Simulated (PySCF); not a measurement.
Saddle point of CH8OSi, closed shell (CH₆Si ([CH3][SiH3]) + H₂O → SiH₄O ([OH][SiH3]) + CH₄; bonds formed: Si1–O7, C2–H6; bonds broken: Si1–C2, H6–O7), PBE0-D4/def2-TZVP structure:

Si1  (-0.661, 0.757, -0.203)
C2  (0.519, -0.727, 0.923)
H3  (-1.620, 1.001, -1.336)
H4  (-1.666, 0.446, 0.863)
H5  (0.018, 2.017, 0.165)
H6  (0.715, -0.498, -0.480)
O7  (0.577, 0.102, -1.471)
H8  (-0.192, -1.510, 1.186)
H9  (1.510, -1.194, 0.811)
H10  (0.618, -0.039, 1.764)
H11  (0.182, -0.355, -2.222)
(Å)

Energies are electronic, without zero-point energy. Barriers and step energies count from the start structure reached by relaxing down the imaginary mode; all methods use the PBE0-D4 structures, on which another method's saddle can fall below an end. Computed with PySCF 2.14 with density fitting (its default auxiliary sets; JK sets also for MP2 and CCSD(T)) (basis: def2-TZVPP, with def2-QZVPP for the basis limit); correlated methods freeze the cores. B3LYP uses VWN-RPA correlation. Extrapolation: Hartree–Fock as exp(−7.88 √X), correlation as X^−2.97.

| method | barrier (kcal/mol) | step energy (kcal/mol) |
| --- | --- | --- |
| SPW92 | 32.88 | -17.26 |
| PBE-D4 | ? | -18.04 |
| r2SCAN-D4 | 44.26 | -20.70 |
| PBE0-D4 | 45.80 | -18.83 |
| B3LYP-D4 | 49.02 | -21.36 |
| BHLYP-D4 | 53.66 | -22.61 |
| wB97M-V | ? | -20.41 |
| HF | ? | -25.25 |
| MP2 | 48.10 | -21.16 |
| CCSD | 52.99 | -21.22 |
| CCSD(T) | 50.21 | -20.69 |

Question: Fill in the withheld barriers. (An estimate is asked for; the value comes from the calculation.)

Answer: The calculation gives: HF 66.68; wB97M-V 47.70; PBE-D4 41.73 kcal/mol. Each is the energy of the saddle less that of the start structure, by the same method.

For comparison, the barrier by CCSD(T) at an estimated basis limit (MP2 extrapolated from triple and quadruple zeta, plus CCSD(T) − MP2 in triple zeta) is 49.83 kcal/mol.

T1 diagnostic: at most 0.012.

Labels in which every atom is bracketed show which atoms are joined, not bond orders.

For scale, one of the runs: CCSD(T)/def2-TZVPP, 216 basis functions, launched by `OMP_NUM_THREADS=4 python run.py`. The run took 7.8 min on 4 CPU threads of an Arm Neoverse V1 (shared host), with 3 GiB of host memory at its peak.
